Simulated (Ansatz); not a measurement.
**UBHLYP/3-21G run of BH2 (boron dihydride)**

Aim: the vertical ionisation energy of BH2 (boron dihydride) at UBHLYP/3-21G, from 2 runs. 

Program for the calculation: Ansatz 0.2.0.

58 further runs of the same task are left out: 58 set aside as unsound or not needed.

## Step 1: The structure to begin with

The species is BH2 (3 atoms), meant as a doublet with charge 0. As SMILES, `[BH2]`. The shape is that of a GFN2-xTB optimisation.

Bond lengths: B1–H2 1.159 Å, B1–H3 1.159 Å. Angles: H2–B1–H3 128.4°.

## Step 2: The energy at UBHLYP/3-21G

Input file run.yaml:

```yaml
crystal:
  periodic: [false, false, false]
  atoms:
    - {symbol: B, position_ang: [0.262840, -0.166230, 0.128640]}
    - {symbol: H, position_ang: [0.280020, 0.985320, 0.260980]}
    - {symbol: H, position_ang: [-0.542860, -0.819090, -0.389630]}
basis:
  gaussian:
    orbitals: 3-21G.json
hamiltonian:
  xc: {name: BHLYP}
magnetization:
  spin_polarized: true
  initial_magnetization: 1
accuracy: high
```

The basis set 3-21G is read from a file made from the Basis Set Exchange's data (not shown).

Command:

```bash
ansatz run run.yaml --threads 1 --pin off --max-ram 2610MiB --events-out events.jsonl --progress --plain --runs-dir runs
```

What it wrote:

```text
Warning: RAYON_NUM_THREADS=1 ignored (pool sized by the plan → 1); use --threads N
Functional definition: BHLYP
  name "BHLYP"
  parameter a = 0.5
  exchange = (1 - a)*b88_x + a*exact_x
  correlation = lyp_c
250 factors; integrals over basis functions are off by at most 1.0e-8 eV
mean field evaluation 1: about -701.0503 eV, gradient 3.7e0 eV
mean field evaluation 2: about -701.1979 eV, gradient 9.4e-1 eV
mean field evaluation 4: about -701.2119 eV, gradient 9.2e-2 eV
mean field evaluation 8: about -701.1987 eV, gradient 5.8e-4 eV
mean field evaluation 16: about -700.5623 eV, gradient 2.0e0 eV
mean field -701.19865859 eV, -25.7685754135 hartree, gradient 8.1e-8 eV, S^2 0.750512; 1 other end points of the search recorded, 0 dependent functions left out
reference -701.19867525 eV, -25.7685760259 hartree; 4, 3 occupied and 9, 10 virtual orbitals, 250 factors
Total energy: -701.19867525 eV, -25.7685760259 hartree
```

Wall time 0.54 s (1 thread of Arm Neoverse V1, shared host).

## Step 3: The singlet cation, same level

Input file molecule.yaml:

```yaml
crystal:
  periodic: [false, false, false]
  atoms:
    - symbol: B
      position_ang: [0.262840, -0.166230, 0.128640]
    - symbol: H
      position_ang: [0.280020, 0.985320, 0.260980]
    - symbol: H
      position_ang: [-0.542860, -0.819090, -0.389630]
basis:
  gaussian:
    orbitals: 3-21G.json
total_charge: 1
hamiltonian:
  xc: {name: BHLYP}
accuracy: high
```

The basis set 3-21G is read from a file made from the Basis Set Exchange's data (not shown).

Command:

```bash
ansatz run molecule.yaml --threads 1 --pin off --max-ram 2610MiB --events-out events.jsonl --progress --plain --runs-dir runs
```

What it wrote:

```text
Warning: RAYON_NUM_THREADS=1 ignored (pool sized by the plan → 1); use --threads N
[... 5 set-up lines as earlier in the session ...]
250 factors; integrals over basis functions are off by at most 1.0e-8 eV
mean field evaluation 1: about -691.9131 eV, gradient 6.9e0 eV
mean field evaluation 2: about -692.0827 eV, gradient 8.0e-1 eV
mean field evaluation 4: about -692.0645 eV, gradient 1.9e-1 eV
mean field evaluation 8: about -692.0646 eV, gradient 3.0e-4 eV
mean field evaluation 16: about -692.0646 eV, gradient 6.2e-9 eV
mean field -692.06463135 eV, -25.4329061037 hartree, gradient 6.2e-9 eV, S^2 0.000000; 0 other end points of the search recorded, 0 dependent functions left out
reference -692.06464704 eV, -25.4329066804 hartree; 3, 3 occupied and 10, 10 virtual orbitals, 250 factors
Total energy: -692.06464704 eV, -25.4329066804 hartree
```

It took 0.36 s on 1 thread of Arm Neoverse V1, shared host.

## Step 4: Summary of results

Level: UBHLYP/3-21G.

```
                                          quantity         value
                         doublet BH2: total energy  -25.76858 Eh
                                 doublet BH2: ⟨S²⟩         0.751
                      singlet cation: total energy  -25.43291 Eh
vertical ionisation energy (to the singlet cation)      9.134 eV
```

In words: The vertical ionisation energy comes to 9.13 eV (881 kJ/mol). Only the singlet of the ionised species was computed; a triplet could lie lower.
